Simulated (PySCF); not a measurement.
Molecule: `[SiH3]S`, H4SSi.

Bonds (- single, = double, # triple, : aromatic): Si1-S2. Si1 carries H3, H4, H5; S2 carries H6.

Frames of a GFN2-xTB Langevin trajectory at 300 K; GIAO PBE0/pcSseg-1 shieldings in PySCF 2.14.0 with density-fitted response routines, gas phase, non-relativistic; equivalent atoms averaged within each frame.

Referencing at the same level of theory: 29Si (σ = 349.16 ppm) and 1H (σ = 31.72 ppm) against TMS; 33S (σ = 503.73 ppm) against CS2. The references are static minima.

Problem. How do the shifts (ppm) fluctuate along the trajectory?

Solution. 
| time (fs) | Si1 | S2 | H3/H4/H5 | H6 |
| --- | --- | --- | --- | --- |
| optimised geometry | -60.2 | -290 | 4.65 | -0.30 |
| 250 | -68.8 | -293 | 4.66 | 0.87 |
| 425 | -64.7 | -266 | 5.08 | 0.92 |
| 625 | -59.5 | -286 | 5.37 | -0.52 |
| 800 | -64.2 | -323 | 5.16 | -0.37 |
| 1000 | -66.0 | -294 | 4.64 | -0.68 |
| mean of frames | -64.7 | -292 | 4.98 | 0.05 |
| standard deviation | 3.4 | 20 | 0.32 | 0.78 |

5 frames give an uncertainty of the mean of about the standard deviation over 2.2 at best, since frames this close in time may not be independent; classical motion lacks zero-point vibration, and the reference would need the same averaging.
